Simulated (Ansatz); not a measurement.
## Relaxing NiO

All numbers below come from DFT r2SCAN, scalar-relativistic, plane waves, PAW (Ansatz 0.2.0).

The start is a database structure of NiO, space group Fm-3m (No. 225).

Input of the last, converged step (default PAW datasets):

```yaml
crystal:
  lattice:
    - [0.0, 2.0931687937, 2.0931687937]
    - [2.0931687937, 0.0, 2.0931687937]
    - [2.0931687937, 2.0931687937, 0.0]
  atoms:
    - { symbol: Ni, position: [0.0, 0.0, 0.0], spin: 1.84 }
    - { symbol: O, position: [0.5, 0.5, 0.5], spin: 0.31 }
basis:
  ecutwfc: 500
kpoints:
  mp_grid: { grid: [12, 12, 12] }
hamiltonian:
  xc: r2scan
scf:
  occupations: { method: gaussian, width: 0.02 }
output:
  forces: true
  stress: true
  eigenvalues: true
  populations: true
magnetization:
  spin_polarized: true
relax:
  adjacent_minimum: "off"
  f_tol: 0.01
  max_steps: 80
  cell: { stress_tol: 0.05 }
```

Launched as:

```bash
ansatz run input.yaml --threads 1 --pin off --max-ram 2560MiB --backend cpu --events-out ev --progress --plain --runs-dir out
```

It took 16 s on 1 thread of Intel(R) Xeon(R) 6975P-C (Granite Rapids) (shared host), peak memory 0.46 GiB.

End of the output:

```
SCF converged after 9 iterations
Stability not checked: this state was not tested for a lower state beside it, because the mixer in use, unlike msr1, does not test its closes by its own steps (another_mixer; see scf.mixing.algorithm and scf.lower_state_search)
Magnetization: 2.0000 μB (13.0000 up, 11.0000 down)
Absolute magnetization: 2.0153 μB (∫|ρ↑−ρ↓|, with the PAW one-centre terms)
Spin contamination: 0.0025 ħ² per cell (⟨S²⟩ above its minimum at these occupations)
Per-site moments (μB) at R_I (Å): [(1.669444, 0.863898), (0.285194, 0.863898)]
Free energy (F): -6413.439803 eV
Harris-Foulkes:  -6413.439803 eV  (|F-HF|=9.09e-13)
Internal energy: -6413.439803 eV  (E = F + TS)
E sigma→0 (E₀):  -6413.439803 eV
Fermi energy:    14.272139 eV
--- Per-component energies (eV) ---
  E_band       = -364.881002
  E_kinetic    = 451.267326
  E_local      = -4015.318250  (includes V_loc(G=0)·N_el)
  E_nonlocal   = 696.571999
  E_hartree    = 1654.169996
  E_xc         = -149.793871
  E_vxc        = -217.932102  (∫ρ·V_xc dr)
  E_paw        = -1808.256850  (= ΣΔE_a)
  E_vpaw       = -602.236843  (= ΣTr[D̂ρ^β])
  E_aug_tail   = 0.001014  (compensation charges beyond the density's cutoff)
  E_vtau       = 14.425762  (kinetic-family band-sum trace: ∫τ·v_τ [+ j·A + Jᵃ·Aᵃ] dr)
  E_ewald      = -3241.749158
  E_core_change = -0.332010  (= ΣΔE_core)
  E_smearing   =  0.000000  (= −TS)
  E_closure    =  0.000000  (closes the sum)
  Σ components = -6413.439803   (vs F -6413.439803, Δ=0.00e0)
--- Forces (eV/Å), atoms counted from 1 ---
  atom   1  Ni     0.00000000     0.00000000     0.00000000
  atom   2  O      0.00000000     0.00000000     0.00000000
  max |Σ_I F_I| component: 7.10e-30 eV/Å
--- Stress (GPa, compression-positive) ---
        0.006440       0.000000       0.000000
        0.000000       0.006440       0.000000
        0.000000       0.000000       0.006440
  P = ⅓ Tr σ = 0.0064 GPa (0.064 kbar)
  k-point 0 ↑: bands = ["-94.8564", "-53.7428", "-53.7428", "-53.7428", "-7.1859", "9.9149", "9.9149", "10.8000", "10.8000", "10.8000", "11.0732", "11.0732", "11.0732", "15.9380", "32.5394", "33.4291", "33.4291", "33.4291"]
  k-point 1 ↑: bands = ["-94.8563", "-53.7446", "-53.7430", "-53.7430", "-7.1092", "9.5616", "9.5616", "10.1612", "10.7686", "10.7686", "11.2442", "11.5247", "11.5247", "16.4462", "30.7660", "33.2026", "33.2026", "34.4349"]
  k-point 2 ↑: bands = ["-94.8558", "-53.7495", "-53.7437", "-53.7437", "-6.8921", "8.9609", "8.9609", "9.0033", "10.8681", "10.8681", "11.3990", "12.2125", "12.2125", "17.5618", "28.6110", "32.2661", "32.2661", "34.8401"]
  k-point 71 ↓: bands = ["-91.7150", "-50.7697", "-50.7697", "-50.7611", "-5.0719", "8.2938", "8.2938", "9.0734", "12.5164", "12.5164", "12.7043", "15.5578", "16.2220", "23.8239", "25.8929", "25.8929", "28.6082", "37.3076"]
--- Relaxed structure (3 steps of the walk, 3 accepted, 1 SCFs on fresh bases) ---
  F+E_penalty+E_count = -6413.43980268 eV   max|allowed force component| = 3.780e-30 eV/Å   (the final SCF, on the basis selected at the relaxed cell)
  cell:  # Å, volume = 18.3715 Å³
    - [0.000000, 2.094298, 2.094298]
    - [2.094298, 0.000000, 2.094298]
    - [2.094298, 2.094298, 0.000000]
  atoms:
    - { symbol: Ni, position: [0.000000, 0.000000, 0.000000] }
    - { symbol: O, position: [0.5, 0.5, 0.5] }
--- Löwdin populations: 2 sites ---
  site symbol q [e]    m [muB]
     0     Ni     16.8100     1.6481
     1      O      7.0783     0.3529
  spilling = 0.004656 (of n_electrons = 24.000000)
```

Total energies depend on the potentials used, so only differences within one code and one set of settings carry meaning.

The result has space group Fm-3m (No. 225). Ni has 6 O at 2.09 Å; O is coordinated by 6 Ni at 2.09 Å.

Against the elements it lies at -1.083 eV/atom. Formation energies are uncorrected and refer to the elements' standard structures at the same level (O₂ as a molecule).

The magnetic state reached may not be the lowest.

A structure relaxed within its symmetry needn't be a true minimum.